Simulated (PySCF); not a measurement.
Worked example: Al–CH2, sextet against Al–CH$_{2}$, quartet

Geometry (PBE0/def2-TZVP stationary point of a quartet), kept for both states (Al–CH2, quartet: A2; Al–CH2, sextet: B2):

```tsv
atom	x (Å)	y (Å)	z (Å)
Al	0.0000	0.0000	0.6950
C	0.0000	0.0000	-1.2528
H	0.0000	0.9163	-1.8387
H	0.0000	-0.9163	-1.8387
```

Basis 6-31G; PySCF 2.14.0. Only valence electrons are correlated (noble-gas cores frozen). R marks a restricted (for open shells ROHF) determinant, U an unrestricted one.

Full CI isn't at hand for all of this; RCCSDT serves as the reference. It lacks quadruple excitations, which often exceed the step from CCSD(T) to CCSDT. The frozen core follows each run's orbitals, which can shift R against U totals by a few meV.

```csv
level,"E(Al–CH2, quartet) (hartree)","E(Al–CH2, sextet) (hartree)"
UHF,-280.794614,-280.606616
UMP2,-280.880880,-280.666078
UCCSD(T),-280.903533,-280.684244
PBE,-281.346494,-281.102383
PBE0,-281.377702,-281.139742
RCCSDT,-280.904018,-280.684473
```

Give the vertical gap, Al–CH2 sextet less Al–CH2 quartet, at each level in eV (1 hartree = 27.2114 eV), and each error against RCCSDT.

RCCSDT: (-280.684473 − (-280.904018)) × 27.2114 = 5.974 eV (the reference)
PBE0: (-281.139742 − (-281.377702)) × 27.2114 = 6.475 eV, error 0.501 eV
PBE: (-281.102383 − (-281.346494)) × 27.2114 = 6.643 eV, error 0.669 eV
UCCSD(T): (-280.684244 − (-280.903533)) × 27.2114 = 5.967 eV, error -0.007 eV
UMP2: (-280.666078 − (-280.880880)) × 27.2114 = 5.845 eV, error -0.129 eV
UHF: (-280.606616 − (-280.794614)) × 27.2114 = 5.116 eV, error -0.858 eV

Total energies of functionals can't be set beside those of wave-function methods, since they hold the core's correlation and their own absolute errors; only the differences compare.

The set has no polarisation functions, so the order and spacing of states can differ from the basis-set limit.

In so small a basis the reference is far from its limit while semilocal and hybrid functionals are nearer theirs, so the functionals' errors here hold much of the reference's basis and frozen-core error, which can add to them or hide them.

Each level lands on the state that its own search finds. T1 diagnostics of restricted CCSD: 0.025 and 0.014.
